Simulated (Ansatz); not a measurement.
# Structure relaxation of SiS3

These are results of DFT r2SCAN, scalar-relativistic, plane waves, PAW (Ansatz 0.2.0), not measurements.

The start puts SiS3 on the Cu3Au (L1_2) structure type (Pm-3m, No. 221), with Si in place of Au, S in place of Cu, at a guessed volume.

The final relaxation ran on this input, with the default PAW datasets:

```yaml
crystal:
  lattice:
    - [4.0803487758, 0.0, 0.0]
    - [0.0, 4.0803487758, 0.0]
    - [0.0, 0.0, 4.0803487758]
  atoms:
    - { symbol: Si, position: [0.0, 0.0, 0.0] }
    - { symbol: S, position: [0.0, 0.5, 0.5] }
    - { symbol: S, position: [0.5, 0.0, 0.5] }
    - { symbol: S, position: [0.5, 0.5, 0.0] }
basis:
  ecutwfc: 500
kpoints:
  mp_grid: { grid: [12, 12, 12] }
hamiltonian:
  xc: r2scan
scf:
  occupations: { method: gaussian, width: 0.1 }
output:
  forces: true
  stress: true
  eigenvalues: true
relax:
  adjacent_minimum: "off"
  f_tol: 0.01
  max_steps: 80
  cell: { stress_tol: 0.05 }
```

Launched as:

```bash
ansatz run input.yaml --threads 1 --pin off --max-ram 2560MiB --backend cpu --events-out ev --progress --plain --runs-dir out
```

Time: 20 s on 1 thread of Intel(R) Xeon(R) 6975P-C (Granite Rapids), with other jobs on the host, peak memory 0.54 GiB.

End of the output:

```
SCF converged after 4 iterations
Free energy (F): -3351.926638 eV
Harris-Foulkes:  -3351.926638 eV  (|F-HF|=4.55e-11)
Internal energy: -3351.916069 eV  (E = F + TS)
E sigma→0 (E₀):  -3351.921354 eV
Entropy (-TS):   -0.010568 eV (-2.642 meV/atom)
Fermi energy:    8.483700 eV
--- Per-component energies (eV) ---
  E_band       = 45.258520
  E_kinetic    = 349.416009
  E_local      = -208.279470  (includes V_loc(G=0)·N_el)
  E_nonlocal   = 112.169212
  E_hartree    = 59.798293
  E_xc         = -321.582440
  E_vxc        = -327.676023  (∫ρ·V_xc dr)
  E_paw        = -2345.834961  (= ΣΔE_a)
  E_vpaw       = -15.769917  (= ΣTr[D̂ρ^β])
  E_aug_tail   = 0.000009  (compensation charges beyond the density's cutoff)
  E_vtau       = 15.802127  (kinetic-family band-sum trace: ∫τ·v_τ [+ j·A + Jᵃ·Aᵃ] dr)
  E_ewald      = -997.196989
  E_core_change = -0.405733  (= ΣΔE_core)
  E_smearing   = -0.010568  (= −TS)
  E_closure    = 0.000000  (closes the sum)
  Σ components = -3351.926638   (vs F -3351.926638, Δ=0.00e0)
--- Forces (eV/Å), atoms counted from 1 ---
  atom   1  Si     0.00000000     0.00000000     0.00000000
  atom   2  S      0.00000000     0.00000000     0.00000000
  atom   3  S      0.00000000     0.00000000     0.00000000
  atom   4  S      0.00000000     0.00000000     0.00000000
  max |Σ_I F_I| component: 7.40e-31 eV/Å
--- Stress (GPa, compression-positive) ---
       -0.005830       0.000000       0.000000
        0.000000      -0.005830       0.000000
        0.000000       0.000000      -0.005830
  P = ⅓ Tr σ = -0.0058 GPa (-0.058 kbar)
--- Relaxed structure (3 steps of the walk, 3 accepted, 1 SCFs on fresh bases) ---
  F+E_penalty+E_count = -3351.92663786 eV   max|allowed force component| = 3.164e-31 eV/Å   (the final SCF, on the basis selected at the relaxed cell)
  cell:  # Å, volume = 66.6419 Å³
    - [4.054300, 0.000000, 0.000000]
    - [0.000000, 4.054300, 0.0]
    - [0.000000, 0.0, 4.054300]
  atoms:
    - { symbol: Si, position: [0.000000, 0.000000, 0.000000] }
    - { symbol: S, position: [0.000000, 0.5, 0.5] }
    - { symbol: S, position: [0.5, 0.000000, 0.5] }
    - { symbol: S, position: [0.5, 0.5, 0.000000] }
```

Absolute energies hang on the potentials; compare differences alone.

The result has space group Pm-3m (No. 221). Around Si lie 12 S at 2.87 Å; around S lie 4 Si at 2.87 Å and 8 S at 2.87 Å.

Against the elements it lies at 1.15 eV/atom. Energies over the elements count from the elements' standard structures at the same level, with no empirical corrections.

The k mesh leaves about 4 meV/atom of noise in metals.

A structure relaxed within its symmetry needn't be a true minimum.